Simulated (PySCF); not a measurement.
## Löwdin shares of the frontier orbitals

Compound: AlH6NSi.
Structure used (PBE0-D3(BJ)/def2-SVP), in Å, numbered top down from 1:
```xyz
9
AlH6NSi angstrom
Al     1.903   -0.110    0.043
N      0.212    0.004    0.620
Si    -1.272    0.067   -0.292
H      3.048   -0.128    1.140
H      2.152   -0.186   -1.520
H      0.080    0.051    1.630
H     -2.203   -1.052    0.065
H     -2.023    1.345   -0.075
H     -0.915   -0.042   -1.738
```

The calculation used TDDFT CAM-B3LYP/def2-SVPD, vertical, gas phase, core orbitals frozen in the response (PySCF).

Kohn–Sham orbitals with the atoms that hold most of them (Löwdin shares over 4%, at most four atoms; ? is withheld):

```tsv
orbital	ε (eV)	atoms
LUMO+2	1.37	Al1 59%, H4 10%, H5 8%, Si3 7%
LUMO+1	0.65	Al1 48%, Si3 19%, H6 9%, N2 7%
LUMO	-0.01	Al1 64%, H4 11%, H5 11%, N2 10%
HOMO	-9.10	?
HOMO-1	-9.89	?
HOMO-2	-10.73	Si3 26%, H9 18%, N2 17%, Al1 12%
HOMO-3	-11.24	Al1 20%, Si3 19%, N2 19%, H9 16%
```

Q: Which atoms hold the HOMO, and with what shares?

A: N2 (bonded to Al, Si and H) 55%; Si3 (bonded to N and 3 H) 16%; H8 (bonded to Si) 8%; Al1 (bonded to N and 2 H) 8%.

Q: Give the leading atoms of the HOMO-1.

A: Al1 (bonded to N and 2 H) 38%; H4 (bonded to Al) 30%; H5 (bonded to Al) 25%. By element: hydrogen 55% or more, aluminium 38%.

Q: The HOMO–LUMO gap is 9.09 eV. Where does the response calculation put the lowest singlet, and from which orbitals?

A: S1 is at 6.11 eV (f = 0.0001), 2.98 eV below the gap, made of HOMO-1→LUMO (98%). Its leading pair isn't HOMO and LUMO; the energies of that pair differ by 9.88 eV. Without the coupling terms of the response equations the lowest excitation would equal the gap.

Q: Give energy, strength and leading configuration of S1, S2, S3 and S5, and follow the Löwdin shares of the leading atoms from the occupied to the empty orbital.

A: 
- S1 (6.11 eV, f 0.0001), HOMO-1→LUMO (98%): Al1 38% → 64%, H4 30% → 11%
- S2 (6.22 eV, f 0.124), HOMO→LUMO (96%): N2 55% → 10%, Si3 16% → at most 3%, Al1 8% → 64%, H4 at most 8% → 11%
- S3 (6.44 eV, f 0.017), HOMO→LUMO+1 (86%): N2 55% → 7%, Si3 16% → 19%, Al1 8% → 48%
- S5 (7.70 eV, f 0.0032), HOMO-1→LUMO+1 (75%): Al1 38% → 48%, H4 30% → at most 8%, Si3 at most 4% → 19%

Löwdin shares depend on the basis, the more so with diffuse functions.

The run took 32 s wall on one thread, x86-64 server, no GPU, shared host.
